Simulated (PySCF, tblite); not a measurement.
# trichlorofluoromethane (CCl3F): dynamics, then NMR shifts and electronic excitations on frames, part 2 of 2

tblite 0.8.0 and PySCF 2.14.0. Atoms count from 0. The steps go on from the part before.

## Step 10: Ultraviolet spectrum: 800 fs, PBE0/def2-SVPD

What the job is given:

```
{"job": {"kind": "uv", "xc": "PBE0", "basis": "def2-SVPD", "nstates": 5, "ntriplets": 0}, "charge": 0, "multiplicity": 1}
F     -0.155200    -0.233100     0.763800
C     -0.159800    -0.380400    -0.557900
Cl    -1.389300     0.672900    -1.190100
Cl     1.396900    -0.014100    -1.200800
Cl    -0.594300    -2.076800    -0.829300
```

Level: TDDFT PBE0/def2-SVPD, vertical, gas phase, core orbitals frozen in the response.

Output:

```text
coarse grid: 7048 points
cycle   1  E = -1517.1514301915  dE =  8.197e-01  |g| = 7.299e-01  |ddm| = 3.019e+00
cycle   2  E = -1516.8878232661  dE =  2.636e-01  |g| = 1.374e+00  |ddm| = 1.981e+00
cycle   3  E = -1517.2715340944  dE = -3.837e-01  |g| = 4.402e-02  |ddm| = 1.358e+00
cycle   4  E = -1517.2716335295  dE = -9.944e-05  |g| = 3.650e-02  |ddm| = 9.630e-02
cycle   5  E = -1517.2719187215  dE = -2.852e-04  |g| = 8.271e-03  |ddm| = 4.275e-02
cycle   6  E = -1517.2719312205  dE = -1.250e-05  |g| = 9.075e-04  |ddm| = 9.059e-03
cycle   7  E = -1517.2719314203  dE = -1.999e-07  |g| = 2.250e-04  |ddm| = 1.836e-03
final grid: 58056 points
cycle   8  E = -1517.4254749323  dE = -1.271e-05  |g| = 4.026e-03  |ddm| = 2.327e-02
cycle   9  E = -1517.4254709066  dE =  4.026e-06  |g| = 6.159e-03  |ddm| = 9.930e-03
cycle  10  E = -1517.4254782756  dE = -7.369e-06  |g| = 5.157e-04  |ddm| = 5.682e-03
cycle  11  E = -1517.4254783324  dE = -5.682e-08  |g| = 1.578e-04  |ddm| = 8.713e-04
cycle  12  E = -1517.4254783375  dE = -5.097e-09  |g| = 4.025e-05  |ddm| = 1.902e-04
cycle  13  E = -1517.4254783378  dE = -3.333e-10  |g| = 5.596e-06  |ddm| = 4.413e-05
converged SCF energy = -1517.4254783378

Static polarisability (au): isotropic 55.594, principal 46.211 59.922 60.649

Singlet excitations
state   eV       nm        f      main configurations
  1   6.4262    192.9   0.00063   H->L 0.98
  2   6.8044    182.2   0.01144   H-1->L 0.95
  3   6.9702    177.9   0.01348   H-2->L 0.96
  4   7.5432    164.4   0.01362   H->L+1 0.64, H-4->L 0.28
  5   7.7168    160.7   0.02594   H-3->L 0.63, H->L+2 0.15, H-1->L+1 0.12
```

Wall time 13 s (1 thread of AMD EPYC, shared host); peak memory 0.52 GiB.

In short: HOMO -9.25 eV, LUMO -1.22 eV; lowest singlet 6.43 eV.

## Step 11: Shielding tensors: 1000 fs, PBE0/pcSseg-1

What the job is given:

```
{"job": {"kind": "nmr", "xc": "PBE0", "basis": "pcSseg-1", "pop": false}, "charge": 0, "multiplicity": 1}
F     -0.437900     0.075600     0.998600
C     -0.178000    -0.250200    -0.291900
Cl    -1.377000     0.647700    -1.221500
Cl     1.440600     0.122300    -0.789400
Cl    -0.397000    -2.004100    -0.372200
```

With the program's defaults for keys left out, this is: GIAO PBE0/pcSseg-1 NMR shielding, non-relativistic, gas phase.

Output:

```text
coarse grid: 7048 points
cycle   1  E = -1517.6858895988  dE =  7.989e-01  |g| = 7.962e-01  |ddm| = 2.210e+00
cycle   2  E = -1517.3582556659  dE =  3.276e-01  |g| = 1.559e+00  |ddm| = 1.449e+00
cycle   3  E = -1517.8259231697  dE = -4.677e-01  |g| = 5.271e-02  |ddm| = 9.557e-01
cycle   4  E = -1517.8261539216  dE = -2.308e-04  |g| = 3.342e-02  |ddm| = 5.160e-02
cycle   5  E = -1517.8263757935  dE = -2.219e-04  |g| = 7.519e-03  |ddm| = 3.107e-02
cycle   6  E = -1517.8263851694  dE = -9.376e-06  |g| = 1.085e-03  |ddm| = 6.099e-03
final grid: 58056 points
cycle   7  E = -1517.8604490540  dE = -3.136e-05  |g| = 5.290e-03  |ddm| = 1.377e-02
cycle   8  E = -1517.8604446668  dE =  4.387e-06  |g| = 6.654e-03  |ddm| = 6.641e-03
cycle   9  E = -1517.8604526795  dE = -8.013e-06  |g| = 1.348e-03  |ddm| = 4.608e-03
cycle  10  E = -1517.8604529838  dE = -3.044e-07  |g| = 1.848e-04  |ddm| = 1.084e-03
cycle  11  E = -1517.8604529902  dE = -6.330e-09  |g| = 6.934e-05  |ddm| = 2.062e-04
cycle  12  E = -1517.8604529910  dE = -8.595e-10  |g| = 8.282e-06  |ddm| = 4.896e-05
converged SCF energy = -1517.8604529910

GIAO shielding tensors (ppm)
atom      isotropic    diamagn.    paramagn.     s11        s22        s33       span
  0 F      160.627     473.482    -312.855    117.894    137.003    226.984    109.090
  1 C       40.186     235.170    -194.983     31.905     35.615     53.039     21.134
  2 Cl     401.693    1143.752    -742.059    102.338    146.939    955.803    853.465
  3 Cl     432.858    1143.917    -711.060    138.781    234.968    924.823    786.042
  4 Cl     379.281    1143.714    -764.433     55.639    124.946    957.260    901.622
```

Run time: 11 s. Hardware: 1 thread of AMD EPYC, shared host; peak memory 0.46 GiB.

In short: δ C1 146.7, F0 10.3, Cl4 570, Cl2 548 ppm.

## Step 12: TDDFT and polarisability: 1000 fs, PBE0/def2-SVPD

What the job is given:

```
{"job": {"kind": "uv", "xc": "PBE0", "basis": "def2-SVPD", "nstates": 5, "ntriplets": 0}, "charge": 0, "multiplicity": 1}
F     -0.437900     0.075600     0.998600
C     -0.178000    -0.250200    -0.291900
Cl    -1.377000     0.647700    -1.221500
Cl     1.440600     0.122300    -0.789400
Cl    -0.397000    -2.004100    -0.372200
```

Level: TDDFT PBE0/def2-SVPD, vertical, gas phase, core orbitals frozen in the response.

Output:

```text
coarse grid: 7048 points
cycle   1  E = -1517.1413895741  dE =  7.519e-01  |g| = 7.471e-01  |ddm| = 2.981e+00
cycle   2  E = -1516.8412300415  dE =  3.002e-01  |g| = 1.450e+00  |ddm| = 2.008e+00
cycle   3  E = -1517.2689506096  dE = -4.277e-01  |g| = 4.306e-02  |ddm| = 1.382e+00
cycle   4  E = -1517.2690617303  dE = -1.111e-04  |g| = 3.383e-02  |ddm| = 9.118e-02
cycle   5  E = -1517.2693129264  dE = -2.512e-04  |g| = 8.393e-03  |ddm| = 4.116e-02
cycle   6  E = -1517.2693255693  dE = -1.264e-05  |g| = 9.262e-04  |ddm| = 8.474e-03
cycle   7  E = -1517.2693257776  dE = -2.083e-07  |g| = 2.357e-04  |ddm| = 1.934e-03
final grid: 58056 points
cycle   8  E = -1517.4240585656  dE = -1.359e-05  |g| = 4.886e-03  |ddm| = 2.406e-02
cycle   9  E = -1517.4240522211  dE =  6.345e-06  |g| = 7.729e-03  |ddm| = 1.088e-02
cycle  10  E = -1517.4240632155  dE = -1.099e-05  |g| = 5.131e-04  |ddm| = 6.312e-03
cycle  11  E = -1517.4240632665  dE = -5.103e-08  |g| = 2.138e-04  |ddm| = 9.198e-04
cycle  12  E = -1517.4240632767  dE = -1.020e-08  |g| = 4.449e-05  |ddm| = 2.577e-04
cycle  13  E = -1517.4240632772  dE = -4.195e-10  |g| = 6.737e-06  |ddm| = 5.264e-05
converged SCF energy = -1517.4240632772

Static polarisability (au): isotropic 56.140, principal 46.714 59.988 61.718

Singlet excitations
state   eV       nm        f      main configurations
  1   6.3292    195.9   0.00020   H->L 0.98
  2   6.7192    184.5   0.01180   H-1->L 0.94
  3   6.8166    181.9   0.01233   H-2->L 0.94
  4   7.4422    166.6   0.01211   H-3->L 0.51, H->L+1 0.31
  5   7.5664    163.9   0.01913   H->L+1 0.31, H-3->L 0.20, H->L+2 0.17
```

Run time: 15 s. Hardware: 1 thread of AMD EPYC, shared host; peak memory 0.52 GiB.

In short: HOMO -9.28 eV, LUMO -1.36 eV; lowest singlet 6.33 eV.

## Step 13: Comparing the runs: NMR shifts

Shifts (ppm), with basis size and wall time:

| frame | C1 | F0 | Cl4 | Cl2 | Cl3 | functions | time |
| --- | --- | --- | --- | --- | --- | --- | --- |
| 250 fs | 147.7 | 0.0 | 602 | 587 | 527 | 106 | 12 s |
| 425 fs | 152.1 | 32.2 | 613 | 496 | 566 | 106 | 12 s |
| 625 fs | 150.1 | 5.4 | 556 | 588 | 585 | 106 | 9.8 s |
| 800 fs | 141.0 | -5.7 | 562 | 518 | 491 | 106 | 12 s |
| 1000 fs | 146.7 | 10.3 | 570 | 548 | 517 | 106 | 11 s |

## Step 14: Comparing the runs: electronic excitations

Excitations and ground-state properties, with basis size and wall time:

```csv
frame,lowest singlet (eV),brightest (eV),f,gap (eV),α (Å³),μ (D),functions,time
250 fs,6.17,6.56,0.012,7.77,8.39,0.43,124,13 s
425 fs,6.17,7.42,0.016,7.77,8.41,0.69,124,15 s
625 fs,6.17,7.40,0.018,7.76,8.41,0.43,124,14 s
800 fs,6.43,7.72,0.026,8.03,8.24,0.49,124,13 s
1000 fs,6.33,7.57,0.019,7.92,8.32,0.58,124,15 s
```

## Step 15: What came out

This closing draws on all 2 parts.

```
                                        quantity                        value
                                      thermostat                        200 K
                   mean temperature, second half                        204 K
         mean potential energy above the minimum                      0.06 eV
  ¹³C shifts against TMS (PBE0/pcSseg-1, 250 fs)                    147.7 ppm
¹⁹F shifts against CFCl3 (PBE0/pcSseg-1, 250 fs)                      0.0 ppm
 ³⁵Cl shifts against HCl (PBE0/pcSseg-1, 250 fs)            602, 587, 527 ppm
         lowest singlet (PBE0/def2-SVPD, 250 fs)  6.17 eV (201 nm), f = 0.001
        brightest single state of those computed  state 2, 6.56 eV, f = 0.012
                       range of the shift of Cl3               491 to 585 ppm
                     range of the lowest singlet              6.17 to 6.43 eV
```

In the second half the potential energy averages 0.06 eV above the minimum; equipartition over 9 harmonic modes at 200 K would give 0.08 eV. With 5 atoms the temperature swings widely (38 to 272 K). C1 stands next to heavy halogen, whose spin-orbit shielding this run leaves out, so the computed shift lies too far downfield, most of all for carbon beside Br or I. Shifts at one fixed geometry are not the observed spectrum, which averages over the motion. In the first frame run (250 fs): The first singlet state (HOMO→LUMO 0.98) lies at 6.17 eV and is dark; of the 5 states computed, the strongest absorption comes from state 2 at 6.56 eV. Across the 5 runs the shift of Cl3 moves most, between 491 (800 fs) and 585 ppm (625 fs). The lowest singlet runs from 6.17 eV (625 fs) to 6.43 eV (800 fs), while the orbital gap spans 7.76 to 8.03 eV. The lowest state need not be the same one in every run.
